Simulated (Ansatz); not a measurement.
Compare A (`CCC1=CS1`) with its isomer B (`C#CSCC`).

Program: Ansatz. Geometries: PBE0-D4/def2-TZVP. ΔE: electronic, gas phase. CCSD(T)/CBS adds triple-zeta CCSD(T) − MP2 to the extrapolated MP2 energy (def2 sets, frozen cores). DFT in def2-TZVPP. B3LYP here is the variant with VWN-RPA as its local correlation; programs differ in this. One conformer a species, not always the lowest.

**Question.** Which isomer does CCSD(T)/CBS put lower? Give the gap. (An estimate is asked.)

**Answer.** Computed: B, by 45.8 kJ/mol.

**Question.** Give E(B) − E(A) in kJ/mol with B3LYP-D4, B2PLYP, CCSD(T)/def2-TZVPP, B3LYP, MP2/def2-TZVPP, r2SCAN-D4, ωB97M-V. (Estimate.)

**Answer.** Ansatz gave: B3LYP-D4 -49.1, B2PLYP -50.9, CCSD(T)/def2-TZVPP -47.6, B3LYP -48.3, MP2/def2-TZVPP -47.9, r2SCAN-D4 -42.5, ωB97M-V -42.1. None reverses the order clearly.

Largest T1 diagnostic: 0.012.

In def2-TZVPP, CCSD(T) changes the Hartree–Fock value by +12.6 kJ/mol (the triples alone add +1.7 kJ/mol) and MP2 by +12.3 kJ/mol.
